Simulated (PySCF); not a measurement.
Compound: C5H9N.
SMILES with atom numbers: `[CH2:1]=[CH:2][CH2:3]/[CH:4]=[N:5]/[CH3:6]` (hydrogens: H7, H8 on C1; H9 on C2; H10, H11 on C3; H12 on C4; H13, H14, H15 on C6)

Computed, not measured: PySCF, PBE0-D3(BJ)/def2-SVP geometry optimisation, gas phase.

(1) What internal coordinates does the optimisation give?

Results:

(1) 
| bond | length (bohr) | order |
| --- | --- | --- |
| C1=C2 | 2.520 | double |
| C2–C3 | 2.835 | single |
| C3–C4 | 2.837 | single |
| C4=N5 | 2.388 | double |
| N5–C6 | 2.710 | single |
| C1–H7 | 2.066 | single |
| C1–H8 | 2.070 | single |
| C2–H9 | 2.074 | single |
| C3–H10, C3–H11 | 2.084 | single |
| C4–H12 | 2.103 | single |
| C6–H13, C6–H14, C6–H15 | 2.088 | single |

Bonds in one row agree within 0.02 bohr and their mean is given. Orders are formal, as drawn. A selection of angles:
| angle | degrees |
| --- | --- |
| C2–C1–H7 | 121.6 |
| C2–C1–H8 | 121.4 |
| H7–C1–H8 | 117.0 |
| C1–C2–C3 | 125.3 |
| C1–C2–H9 | 119.2 |
| C3–C2–H9 | 115.5 |
| C2–C3–C4 | 111.8 |
| C2–C3–H10 | 110.8 |
| C2–C3–H11 | 109.5 |
| C4–C3–H10 | 107.3 |
| C4–C3–H11 | 109.1 |
| H10–C3–H11 | 108.3 |
| C3–C4–N5 | 122.4 |
| C3–C4–H12 | 115.8 |
| N5–C4–H12 | 121.8 |
| C4–N5–C6 | 118.7 |
| N5–C6–H13 | 109.5 |
| N5–C6–H15 | 114.3 |
| H13–C6–H14 | 106.1 |
| H13–C6–H15 | 108.6 |

Torsions: C1–C2–C3–C4 -116° (anticlinal); C2–C3–C4–N5 -117° (anticlinal); C3–C4–N5–C6 179° (antiperiplanar). The mirror-image conformer, all signs reversed, is as good.

The 2 C–N bonds span 1.264 Å (C4=N5, drawn double) to 1.434 Å (N5–C6, drawn single), a spread of 0.170 Å. The 3 C–C bonds span 1.333 Å (C1=C2, drawn double) to 1.501 Å (C3–C4, drawn single), a spread of 0.168 Å. Of the pairs four or more bonds apart, H12···H15 is among the closest relative to their van der Waals radii: 2.22 Å, 93 % of the sum of Bondi's values.

Point group: C1 (no symmetry element, even within 0.4 Å). No frequency check. The numbers are those of one conformer.
